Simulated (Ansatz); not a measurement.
Computed with Ansatz on PBE0-D4/def2-TZVP structures; ΔE is electronic, products minus reactants. CCSD(T)/CBS is frozen-core, at the limit of the def2 triple- and quadruple-zeta sets. Open shells (•) are unrestricted, without spin–orbit coupling. Spin–orbit coupling would lower the free atoms: a little for F.

Consider the hydrogen abstraction from the O–H bond: `OF` + F• → `[O]F`• + H–F.

| level | ΔE (kcal/mol) |
| --- | --- |
| MP2/def2-QZVPP | -35.2 |
| HF/CBS(cc) | -25.7 |

Problem. What does CCSD(T)/CBS give? (Estimate.)

Solution. Computed: -35.5 kcal/mol. The listed levels differ from it by 0.3, 9.8 kcal/mol.

Largest T1 diagnostic among the species: 0.028.

Leaving LDA and LC-ωPBE aside and taking each functional with its dispersion term where it has one, the values, not all of them listed here, spread over 9.0 kcal/mol, from PBE-D4 to BHLYP-D4. LDA lies −6.1 kcal/mol from PBE without D4. From r2SCAN to r2SCAN0 (25 % exact exchange), in def2-TZVPP and without D4, ΔE moves by +2.9 kcal/mol.

CCSD(T)/CBS has its own doubt, a few kJ/mol and more with outer-core shells, so smaller differences from it don't rank the levels.
